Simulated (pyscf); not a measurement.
GeH₄ (SMILES [GeH4]) + HC≡CH (SMILES C#C) → H₂C=CH–GeH₃ (SMILES C=[CH][GeH3]), an addition across a multiple bond or ene-type step (singlet surface; Ge–H broken, C–Ge, C–H formed). Structures and frequencies: ωB97X-D3(BJ)/def2-SVP in PySCF. Correlated levels are frozen-core, on RHF or UHF. ΔMP2 is the change of the MP2 total energy from the triple- to the quadruple-zeta basis. Energies in eV from the separated reactants.

AM1 to PM7: differences of heats of formation from MOPAC. 

### Question
Quick AM1 single points give ΔE‡ = 2.62 eV and ΔE = -1.89 eV. What does CCSD(T)/def2-TZVPP + ΔMP2(QZVPP) give, and how far is the quick result from it?

### Answer
CCSD(T)/def2-TZVPP + ΔMP2(QZVPP) gives ΔE‡ = 2.45 eV and ΔE = -1.80 eV. AM1 lies 0.17 eV over it in the barrier and 0.09 eV under it in the reaction energy, so on this step it does not hold to within 0.13 eV. CCSD(T)/def2-TZVPP + ΔMP2(QZVPP) has limits of its own. From the product side, •HC=CH₂ + GeH₃• lies, by one bond made or cut, 0.26 eV under this saddle at ωB97M-D3(BJ). One saddle was located; it need not be the lowest between these sides. The CCSD(T) − MP2 part came from Ansatz, without density fitting, on the same reference. The frozen core leaves the outer d or s,p core shells of the metals and heavy elements correlated in the MP2 and CC values, and def2-TZVPP describes them poorly, which can shift differences by a few kcal/mol. In the def2 sets elements up to Kr have no core potential.
